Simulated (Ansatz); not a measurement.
A calculation with Ansatz (development build ahead of 0.2.0).

```yaml
crystal:
  periodic: [false, false, false]
  atoms:
    - { symbol: "N", position_ang: [-0.02313, 0.08538, 0.07218] }
    - { symbol: H, position_ang: [0.03842, -0.76155, 0.55866] }
    - { symbol: H, position_ang: [0.86732, 0.2626, -0.34864] }
    - { symbol: H, position_ang: [-0.69326, -0.04304, -0.67133] }
basis:
  gaussian: { orbitals: def2-SVP }
total_charge: 1
magnetization:
  spin_polarized: true
  initial_magnetization: 1
hamiltonian:
  xc: hf
output:
  forces: true
```

The input is written out in the form of the current development build from the run's settings.

The run gave:

| Quantity | Value |
| --- | --- |
| Converged | yes |
| Total energy | -55.81018 hartree |
| Spin squared of the determinant | 0.757 |
| Stability test | minimum |

Forces (eV/Å):
```csv
atom,Fx,Fy,Fz
N1,0.463,-1.378,-2.841
H2,-0.248,-1.277,2.527
H3,1.082,1.555,0.284
H4,-1.296,1.100,0.030
```
